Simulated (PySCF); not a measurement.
## Relaxation of singlet SHF

All numbers come from PBE0 in PySCF with S def2-TZVP, H def2-TZVP, F def2-TZVP; no relativity; density-fitted integrals. A (50,194) grid was used.

A hand-made bent start, of Cs symmetry, held to at least that symmetry:

```xyz
3
charge 0 multiplicity 1, angstrom
S    -0.4786    0.0000   -0.3651
H    -1.5845    0.0000    0.4092
F     0.8894    0.0000    0.5928
```

Optimiser trace:
| step | E − E(last) (kJ/mol) | largest gradient (Eh/bohr) |
| --- | --- | --- |
| 0 | 23.12 | 0.03550 |
| 1 | 2.82 | 0.02006 |
| 2 | 0.13 | 0.00406 |
| 3 | 0.01 | 0.00114 |
| 4 | 0.00 | 0.00011 |
| 5 | 0.00 | 0.00001 |

It ends at Cs with S–F 1.616 Å, S–H 1.347 Å; F–S–H 96.0° (after a last refinement on a finer grid). A frequency run shows a minimum.

The relaxation took 2.8 s on 2 threads of a shared Arm Neoverse V1 host, with 74 basis functions and 6 gradients; the process peaked at 0.44 GiB. Launch command: `OMP_NUM_THREADS=2 python axn.py task.json out`.
